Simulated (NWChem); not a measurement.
# propene (C3H6); SMILES C=CC

Computed with NWChem. All runs use the structure optimised with PBE-D3(BJ)/def2-SVP. B3LYP is NWChem's, with the RPA form of VWN correlation. Solvent water, SMD (1 M gas to 1 M solution), gas-phase geometry.

| level | basis functions | solvation free energy (kcal/mol) | cavity-dispersion-structure term (kcal/mol) | dipole in solution (D) | relative time |
|---|---|---|---|---|---|
| B3LYP/3-21G | 39 | 1.0 | 3.2 | 0.51 | 1 |
| B3LYP/pcseg-1 | 72 | 1.4 | 3.2 | 0.61 | 2 |
| B3LYP/aug-pcseg-1 | 123 | 1.2 | 3.2 | 0.63 | 8 |
| B3LYP/pcseg-2 | 174 | 1.2 | 3.2 | 0.64 | 10 |
| B3LYP/def2-TZVPP | 177 | 1.2 | 3.2 | 0.63 | 10 |

The last column is a rough cost ratio, cheapest run = 1.
